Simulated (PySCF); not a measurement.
**SiCl−: a composite coupled-cluster curve**

The task here is to estimate one member of a computed series from the others.

Method: CCSD(T) on ROHF, no relativity in the base curves; scalar relativity is added as a correction; program: PySCF 2.14.0.

Set-up of the first run:

```yaml
molecule: SiCl−
state: triplet, unpaired electrons π ↑↑
smaller_basis: Si aug-cc-pV(D+d)Z, Cl aug-cc-pV(D+d)Z
larger_basis: Si aug-cc-pV(T+d)Z, Cl aug-cc-pV(T+d)Z
frozen_core_orbitals: 10
extrapolation: correlation as n⁻³ (n = 2, 3), Hartree–Fock as (n+1)·exp(−9√n)
corrections: scalar relativity
distances_Å: 1.9950, 2.0857, 2.1763, 2.2670, 2.3577, 2.4711, 2.5844
masses_u: 27.9769, 34.9689
dissociation_limit: Si + Cl−
```

The run is started by

```
$ OMP_NUM_THREADS=4 python comp.py task.json out
```

One table of the session follows, with a row left open; its other results are not shown here.

| level | Re (Å) | ωe (cm⁻¹) | ωexe (cm⁻¹) | αe (cm⁻¹) | De (eV) |
| --- | --- | --- | --- | --- | --- |
| CCSD(T)/aug-cc-pVDZ(-PP) | 2.3103 | 332.7 | 2.13 | 0.00180 | 1.745 |
| CCSD(T)/aug-cc-pVTZ(-PP) | 2.2554 | 360.9 | 2.31 | 0.00187 | 1.980 |
| HF/CBS | 2.2816 | 334.7 | 2.75 | 0.00213 | 1.556 |
| MP2/CBS | 2.2306 | 377.8 | 2.33 | 0.00185 | 2.103 |
| CCSD/CBS | 2.2443 | 367.1 | 2.44 | 0.00191 | 1.957 |
| CCSD(T)/CBS | 2.2449 | 367.6 | 2.33 | 0.00187 | 2.047 |
| CCSD(T)/CBS+SR | ? | ? | ? | ? | ? |

Estimate the missing values for CCSD(T)/CBS+SR.

The run gave: Re (Å): 2.2456; ωe (cm⁻¹): 366.6; ωexe (cm⁻¹): 2.32; αe (cm⁻¹): 0.00187; De (eV): 2.042. In the column «Re (Å)» it lies between CCSD(T)/CBS (2.2449) and CCSD(T)/aug-cc-pVTZ(-PP) (2.2554).

**Reading.** The last step gives Re = 2.2456 Å, ωe = 366.6 cm⁻¹ and De = 2.042 eV; the smaller basis alone is off from it by +64.7 mÅ and -0.30 eV. Near the minimum the mean field binds by 1.55 eV and correlation adds 0.49 eV of binding. T1 is 0.018. Spin–orbit coupling, core–valence correlation and excitations beyond (T) are left out. An extrapolation from double and triple zeta is rough, so this isn't yet the limit.
